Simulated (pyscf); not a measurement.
# Routes from HCl + F–SnH(Cl)–Cl

Candidate steps break at most two bonds and form at most two. Each was searched with GFN2-xTB (tblite) first. PySCF, gas phase, ωB97X-D3(BJ)/def2-SVP geometries. Energies: ωB97M-D3(BJ)/def2-TZVP, kJ/mol, from the separated reactants, singlet surface; ΔG‡ with ideal gas, 1 atm, RRHO with modes under 100 cm⁻¹ raised to 100, one conformer, R ln 2 for chiral ones without a mode under 150 cm⁻¹.

```csv
products,type,ΔE‡,ΔE,ΔG‡ 298 K,ΔG‡ 900 K,ν‡ (cm⁻¹)
Cl–SnH(Cl)–Cl + HF,four-centre exchange,43.5,-28.3,85.8,177.8,517i
F–Cl + Cl–SnH₂–Cl,four-centre exchange,487.0,+340.0,519.3,593.0,598i
```

Row 1: On the reactant side the descent ends in a complex, 17.8 kJ/mol under the separated species and 49.5 kJ/mol under the saddle at ωB97X-D3(BJ)/def2-TZVP. On the product side the descent ends in a complex, 22.6 kJ/mol under the separated species and 94.4 kJ/mol under the saddle at ωB97X-D3(BJ)/def2-TZVP. Row 2: On the reactant side the descent ends in a complex (not fully relaxed), 17.4 kJ/mol under the separated species and 523.0 kJ/mol under the saddle at ωB97X-D3(BJ)/def2-TZVP. 

Plain bond fissions and candidates not yet searched are not listed, and one of them may be faster. Each barrier is that of the saddle found; lower ones may exist. A restricted solution here is unstable towards spin polarisation, so biradical character is likely and single-reference numbers are less safe. Elements past Kr carry the def2 core potentials, without spin-orbit coupling.
